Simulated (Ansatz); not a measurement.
**C₂H₄Cl radical (built from SMILES [CH2]CCl): a reaction path by the nudged elastic band**

Aim: the minimum-energy path between two given structures and its highest point. Both ends were relaxed at PBE0-D4 in triple zeta. A second band with other settings follows.

Program: Ansatz 0.2.0, Gaussian basis. Level of theory: PBE0-D4/def2-SVP, unrestricted. These are calculated values, not measurements.

10 further runs of the same task are left out: 10 set aside as unsound or not needed.

## 1. Where the work starts

The first end: 7 atoms, charge 0, spin multiplicity 2.

Atoms are counted from 1 here; the program's logs count them from 0.

Bond lengths: Cl1–C2 1.832 Å, C2–C3 1.459 Å, C2–H4 1.088 Å, C2–H5 1.088 Å, C3–H6 1.082 Å, C3–H7 1.082 Å. Angles: Cl1–C2–C3 110.2°, Cl1–C2–H4 104.7°, Cl1–C2–H5 104.7°, C3–C2–H4 113.2°, C3–C2–H5 113.2°, H4–C2–H5 110.0°, C2–C3–H6 120.2°, C2–C3–H7 120.2°, H6–C3–H7 118.3°.

Coordinates:

```xyz
7

Cl    1.96648    0.20853   -0.09433
C     0.17821    0.26963   -0.48914
C    -0.59636   -0.35102    0.58027
H     0.08779   -0.24895   -1.44131
H    -0.03994    1.32760   -0.61884
H    -0.86466    0.21875    1.46029
H    -0.73152   -1.42445    0.60307
```

The second end:

```xyz
7
charge 0, multiplicity 2
Cl    1.7864   -0.2769    0.8082
C    -0.3292    0.3678   -0.7562
C    -0.0229   -0.2724    0.5186
H    -0.2761   -0.1981   -1.6770
H    -0.4091    1.4451   -0.8198
H    -0.4385    0.2556    1.3744
H    -0.3107   -1.3211    0.5518
```

## 2. The band at PBE0-D4/def2-SVP

File neb/in.yaml:

```yaml
crystal:
  periodic: [false, false, false]
  atoms:
    - {symbol: Cl, position_ang: [1.966479, 0.208534, -0.094330]}
    - {symbol: C, position_ang: [0.178208, 0.269626, -0.489142]}
    - {symbol: C, position_ang: [-0.596358, -0.351019, 0.580274]}
    - {symbol: H, position_ang: [0.087790, -0.248946, -1.441315]}
    - {symbol: H, position_ang: [-0.039941, 1.327604, -0.618842]}
    - {symbol: H, position_ang: [-0.864657, 0.218749, 1.460288]}
    - {symbol: H, position_ang: [-0.731521, -1.424449, 0.603068]}
basis:
  gaussian: {orbitals: def2-SVP}
magnetization: {spin_polarized: true, initial_magnetization: 1}
hamiltonian: {xc: pbe0, dispersion: d4}
neb:
  images: 5
  climbing: true
  max_iterations: 40
  initial_path: idpp
  final_atoms:
    - {symbol: Cl, position_ang: [1.786429, -0.276863, 0.808230]}
    - {symbol: C, position_ang: [-0.329164, 0.367842, -0.756205]}
    - {symbol: C, position_ang: [-0.022906, -0.272368, 0.518561]}
    - {symbol: H, position_ang: [-0.276053, -0.198082, -1.677012]}
    - {symbol: H, position_ang: [-0.409121, 1.445127, -0.819787]}
    - {symbol: H, position_ang: [-0.438474, 0.255555, 1.374368]}
    - {symbol: H, position_ang: [-0.310711, -1.321112, 0.551844]}
```

Started as:

```bash
ansatz run in.yaml --threads 2 --pin off --events-out ev --progress --plain --max-ram 4352MiB
```

## 3. The band at PBE-D4/def2-SVP, other settings

neb/in.yaml: that of step 2 with these lines changed.

```diff
@@ -13,8 +13,9 @@
 magnetization: {spin_polarized: true, initial_magnetization: 1}
-hamiltonian: {xc: pbe0, dispersion: d4}
+hamiltonian: {xc: pbe, dispersion: d4}
 neb:
-  images: 5
+  images: 3
   climbing: true
-  max_iterations: 40
+  max_iterations: 25
   initial_path: idpp
+  max_displacement: 0.05
   final_atoms:
```

Before running it: what results should come out? Wanted: from earlier runs: barrier over the separately found saddle, CCSD(T)/def2-TZVPP.

The runs gave:

| quantity | value |
| --- | --- |
| PBE0-D4/def2-SVP, 8 iterations | highest 49.0 kJ/mol (image 3), last end 0.0 kJ/mol |
| PBE-D4/def2-SVP, 8 iterations | highest 31.4 kJ/mol (image 2), last end 0.0 kJ/mol |
| from earlier runs: barrier over the separately found saddle, CCSD(T)/def2-TZVPP | 46.5 kJ/mol |

The highest image lies 49.0 kJ/mol above the first end, and it climbed, so it estimates the saddle. The ends are not quite minima at this level (largest force component 0.38 eV/Å), so the heights are unreliable: relaxing the first end would lower it and raise the barrier above it. The highest image is 2.5 kJ/mol above the CCSD(T) barrier in triple zeta, which comes from separate runs on the saddle. The second band's highest image lies at 31.4 kJ/mol; the levels differ.
